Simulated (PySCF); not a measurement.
# Two-photon absorption: ethyl isopropyl sulfide, C5H12S

Geometry (Å), atoms numbered from 1 in this order:
```xyz
18

C     2.386    0.292    0.435
C     1.701    0.919   -0.764
S     0.543   -0.169   -1.639
C    -0.749   -0.475   -0.381
C    -1.461    0.797    0.045
C    -1.704   -1.495   -0.983
H     3.124    0.984    0.870
H     1.665    0.040    1.228
H     2.905   -0.635    0.148
H     2.439    1.181   -1.539
H     1.194    1.859   -0.492
H    -0.257   -0.933    0.494
H    -1.949    1.274   -0.820
H    -2.234    0.572    0.798
H    -0.771    1.529    0.490
H    -2.498   -1.747   -0.262
H    -2.184   -1.095   -1.890
H    -1.179   -2.422   -1.256
```

Computed with TDDFT CAM-B3LYP/aug-cc-pVDZ excited states, vertical, gas phase (PySCF 2.14.0). Geometry: PBE0-D3(BJ)/def2-SVP.

(1) Give the one- and two-photon strengths of the lowest singlets.

Results:

(1) δ for parallel linear polarisation; σ at the peak of a Lorentzian of half width 0.1 eV, single beam; Ω is circular over linear.
| state | E (eV) | f | photon λ (nm) | δ (au) | σ (GM) | Ω | main |
| --- | --- | --- | --- | --- | --- | --- | --- |
| S1 | 5.53 | 0.003 | 448 | 32.3 | 0.36 | 0.85 | HOMO→LUMO+1 0.28, HOMO→LUMO+13 0.16 |
| S2 | 5.66 | 0.028 | 438 | 70.7 | 0.83 | 1.41 | HOMO→LUMO 0.80 |
| S3 | 6.14 | 0.019 | 404 | 142 | 1.96 | 1.07 | HOMO→LUMO+3 0.52, HOMO→LUMO+2 0.20 |
| S4 | 6.20 | 0.012 | 400 | 317 | 4.46 | 0.69 | HOMO→LUMO+2 0.56, HOMO→LUMO+3 0.16 |
| S5 | 6.40 | 0.008 | 388 | 273 | 4.10 | 0.24 | HOMO→LUMO+1 0.58 |
| S6 | 6.75 | 0.005 | 367 | 42.6 | 0.71 | 1.31 | HOMO→LUMO+6 0.34, HOMO→LUMO+5 0.24 |

Among these, the strongest one-photon state is S2, the strongest two-photon state S4, with a dipole change of 2.7 D (relaxed, norm of the difference vector).
